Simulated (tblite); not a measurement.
# CFO2: the cost of one run

Programs: tblite 0.8.0 and PySCF 2.14.0. All values are calculated, for the isolated system unless a continuum is named. Atoms count from 0, parts from 1.

### 1 Starting point

4 atoms, charge -1, multiplicity 1; geometry: rigid parts in contact. Parts: 1 = atoms 0–2, `O=C=O`, charge 0; 2 = atom 3, `[F-]`, charge -1.

### 2 Search for minima with GFN2-xTB

What the job is given:

```
{"job": {"kind": "dock", "xc": "GFN2-xTB", "basis": "xTB"}, "charge": -1, "multiplicity": 1, "parts": [{"atoms": "0-2", "charge": 0, "multiplicity": 1}, {"atoms": "3-3", "charge": -1, "multiplicity": 1}]}
O     -1.143538    -0.014591    -0.002662
C      0.000006     0.000008    -0.000005
O      1.143532     0.014583     0.002667
F      0.390643     0.826855     2.248572
```

With the program's defaults for keys left out, this is: GFN2-xTB search for minima from random contacts, gas phase.

Command:

```bash
$ OMP_NUM_THREADS=1 python cluster_run.py task.json out
```

This one command runs all jobs of the session in turn.

Q: Estimate the wall time of this first job on 1 thread of Intel Xeon Platinum 8375C at 2.90GHz, shared host.

About 1.3 s.
